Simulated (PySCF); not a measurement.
# CCSD(T)/STO-6G run of Li2H2 ((LiH)2 ring)

Aim: the vertical ionisation energy of Li2H2 ((LiH)2 ring) at CCSD(T)/STO-6G, from 2 runs. Input form: a Python script.

The results are computed with PySCF 2.14.0.

4 further runs of the same task are left out: 4 set aside as unsound or not needed.

### 1 The molecule

Li2H2 has 4 atoms, charge 0, and is taken as a singlet. The shape comes from GFN2-xTB, which is rough for such elements, and wasn't checked as a minimum.

Bond lengths: Li1–H2 1.684 Å, H2–Li3 1.685 Å, Li1–H4 1.686 Å, Li3–H4 1.684 Å. Angles: Li1–H2–Li3 81.5°, Li1–H4–Li3 81.5°, H2–Li1–H4 98.5°, H2–Li3–H4 98.5°.

### 2 A single-point energy at CCSD(T)/STO-6G

Contents of input.py:

```python
from pyscf import gto, cc

mol = gto.M(
    atom='''
Li   0.748450   0.467780  -0.657020
H   -0.711410   1.057560  -0.059410
Li  -0.748660  -0.467860   0.656490
H    0.711620  -1.057470   0.059940
''',
    charge=0,
    max_memory=1860,
    basis='sto-6g',
    verbose=4,
    spin=0,
)

calc0 = mol.RHF()
calc0.conv_tol = 1e-10
calc0.kernel()
if not calc0.converged:
    calc0 = calc0.newton().run(calc0.mo_coeff, calc0.mo_occ)

mycc = cc.CCSD(calc0)
mycc.kernel()
e_t = mycc.ccsd_t()
e_final = mycc.e_tot + e_t
print('E(%s) = %.9f' % ('CCSD(T)', e_final))
```

Started as:

```sh
OMP_NUM_THREADS=1 python input.py
```

The program printed:

```text
PySCF version 2.14.0

[INPUT] num. atoms = 4
[INPUT] num. electrons = 8
[INPUT] charge = 0
[INPUT] spin (= nelec alpha-beta = 2S) = 0
[INPUT] symmetry False subgroup None
[INPUT] Mole.unit = angstrom
[INPUT] Symbol           X                Y                Z      unit          X                Y                Z       unit  Magmom
[INPUT]  1 Li     0.748450000000   0.467780000000  -0.657020000000 AA    1.414365517931   0.883976086549  -1.241587858362 Bohr   0.0
[INPUT]  2 H     -0.711410000000   1.057560000000  -0.059410000000 AA   -1.344370062277   1.998498760295  -0.112268629060 Bohr   0.0
[INPUT]  3 Li    -0.748660000000  -0.467860000000   0.656490000000 AA   -1.414762360417  -0.884127264639   1.240586303516 Bohr   0.0
[INPUT]  4 H      0.711620000000  -1.057470000000   0.059940000000 AA    1.344766904763  -1.998328684944   0.113270183906 Bohr   0.0

nuclear repulsion = 6.14070313180331
number of shells = 8
number of NR pGTOs = 72
number of NR cGTOs = 12
basis = sto-6g
ecp = {}

******** <class 'pyscf.scf.hf.RHF'> ********
method = RHF
initial guess = minao
damping factor = 0
level_shift factor = 0
DIIS = <class 'pyscf.scf.diis.CDIIS'>
diis_start_cycle = 1
diis_space = 8
diis_damp = 0
SCF conv_tol = 1e-10
SCF conv_tol_grad = None
SCF max_cycles = 50
direct_scf = True
direct_scf_tol = 1e-13
Set gradient conv threshold to 1e-05
Initial guess from minao.
init E= -15.5832109834628
  HOMO = -0.271431428975109  LUMO = 0.0353446889961284  gap/eV = 8.34780
cycle= 1 E= -15.963992158479  delta_E= -0.381  |g|= 0.134  |ddm|= 1.41
  HOMO = -0.30138112319875  LUMO = 0.106729958159801  gap/eV = 11.10527
cycle= 2 E= -15.9776299100611  delta_E= -0.0136  |g|= 0.0315  |ddm|= 0.277
  HOMO = -0.310073078395657  LUMO = 0.110245249614458  gap/eV = 11.43744
cycle= 3 E= -15.978802657939  delta_E= -0.00117  |g|= 0.00627  |ddm|= 0.0815
  HOMO = -0.306519887032598  LUMO = 0.111494985339186  gap/eV = 11.37476
cycle= 4 E= -15.9788654273477  delta_E= -6.28e-05  |g|= 0.000533  |ddm|= 0.0211
  HOMO = -0.306460964318507  LUMO = 0.111596091615372  gap/eV = 11.37591
cycle= 5 E= -15.9788656981808  delta_E= -2.71e-07  |g|= 1.56e-05  |ddm|= 0.0015
  HOMO = -0.306438069332944  LUMO = 0.111594004506428  gap/eV = 11.37523
cycle= 6 E= -15.9788656983775  delta_E= -1.97e-10  |g|= 1.05e-06  |ddm|= 4.13e-05
  HOMO = -0.30644073615903  LUMO = 0.111594225759629  gap/eV = 11.37531
cycle= 7 E= -15.978865698379  delta_E= -1.5e-12  |g|= 7.02e-08  |ddm|= 3.45e-06
  HOMO = -0.306440738674289  LUMO = 0.111594222846369  gap/eV = 11.37531
Extra cycle  E= -15.978865698379  delta_E= -7.11e-15  |g|= 3.15e-08  |ddm|= 1.78e-07
converged SCF energy = -15.978865698379

******** <class 'pyscf.cc.ccsd.CCSD'> ********
CC2 = 0
CCSD nocc = 4, nmo = 12
max_cycle = 50
direct = 0
conv_tol = 1e-07
conv_tol_normt = 1e-05
diis_space = 6
diis_start_cycle = 0
diis_start_energy_diff = 1e+09
Init t2, MP2 energy = -16.0057021332845  E_corr(MP2) -0.0268364349055373
Init E_corr(CCSD) = -0.0268364349055384
cycle = 1  E_corr(CCSD) = -0.0347252323500765  dE = -0.00788879744  norm(t1,t2) = 0.0340621
cycle = 2  E_corr(CCSD) = -0.0373132646521783  dE = -0.0025880323  norm(t1,t2) = 0.0122713
cycle = 3  E_corr(CCSD) = -0.0386742659670144  dE = -0.00136100131  norm(t1,t2) = 0.00493343
cycle = 4  E_corr(CCSD) = -0.0386650626075296  dE = 9.20335948e-06  norm(t1,t2) = 0.00115294
cycle = 5  E_corr(CCSD) = -0.0386612787442569  dE = 3.78386327e-06  norm(t1,t2) = 0.000178269
cycle = 6  E_corr(CCSD) = -0.0386625270830425  dE = -1.24833879e-06  norm(t1,t2) = 4.72591e-05
cycle = 7  E_corr(CCSD) = -0.0386621799479386  dE = 3.47135104e-07  norm(t1,t2) = 1.00727e-05
cycle = 8  E_corr(CCSD) = -0.0386622627718285  dE = -8.28238899e-08  norm(t1,t2) = 2.89135e-06
CCSD converged
E(CCSD) = -16.01752796115083  E_corr = -0.0386622627718285
CCSD(T) correction = -0.000264332172604789
E(CCSD(T)) = -16.017792293
```

It took 0.93 s on 1 thread of Arm Neoverse V1, shared host; peak memory 0.12 GiB.

### 3 The doublet cation at the same level

Contents of job.py:

```python
from pyscf import gto, cc

mol = gto.Mole()
mol.atom = [
    ('Li', (0.748450, 0.467780, -0.657020)),
    ('H', (-0.711410, 1.057560, -0.059410)),
    ('Li', (-0.748660, -0.467860, 0.656490)),
    ('H', (0.711620, -1.057470, 0.059940)),
]
mol.charge = 1
mol.basis = 'sto-6g'
mol.spin = 1
mol.max_memory = 1860
mol.verbose = 3
mol.build()

mf = mol.UHF()
mf.conv_tol = 1e-10
mf.kernel()
if not mf.converged:
    mf = mf.newton().run(mf.mo_coeff, mf.mo_occ)

mycc = cc.CCSD(mf)
mycc.kernel()
e_t = mycc.ccsd_t()
energy = mycc.e_tot + e_t
print('E = %.10f Eh' % energy)
```

Started as:

```sh
OMP_NUM_THREADS=1 python job.py
```

The program printed:

```text
converged SCF energy = -15.7018552139781  <S^2> = 0.81112871  2S+1 = 2.060222
E(UCCSD) = -15.73351659223799  E_corr = -0.03166137825993336
UCCSD(T) correction = -0.000181217252066534
E = -15.7336978095 Eh
```

It took 0.91 s on 1 thread of Arm Neoverse V1, shared host; peak memory 0.12 GiB.

### 4 Outcome

At CCSD(T)/STO-6G:

| quantity | value |
| --- | --- |
| singlet Li2H2: total energy | -16.01779 Eh |
| singlet Li2H2: dipole moment (Hartree–Fock density) | 0.00 D |
| singlet Li2H2: HOMO energy (Hartree–Fock orbitals) | -8.34 eV |
| singlet Li2H2: LUMO energy (Hartree–Fock orbitals) | 3.04 eV |
| singlet Li2H2: HOMO–LUMO gap (Hartree–Fock orbitals) | 11.38 eV |
| singlet Li2H2: correlation energy | -38.9 mEh |
| singlet Li2H2: (T) correction | -0.26 mEh |
| singlet Li2H2: T1 diagnostic | 0.006 |
| doublet cation: total energy | -15.73370 Eh |
| doublet cation: HOMO energy (Hartree–Fock orbitals) (highest over α and β) | -14.98 eV |
| doublet cation: LUMO energy (Hartree–Fock orbitals) (lowest over α and β) | -6.91 eV |
| doublet cation: correlation energy | -31.8 mEh |
| doublet cation: (T) correction | -0.18 mEh |
| doublet cation: ⟨S²⟩ of the reference determinant | 0.811 |
| doublet cation: T1 diagnostic | 0.017 |
| vertical ionisation energy (to the doublet cation) | 7.731 eV |

What this shows: Removing an electron at fixed nuclei costs 7.73 eV (746 kJ/mol). In a minimal basis such a difference can be off by several eV, whatever the method. The triples (singlet Li2H2) make up 0.7 % of the correlation energy. The triples (doublet cation) make up 0.6 % of the correlation energy.
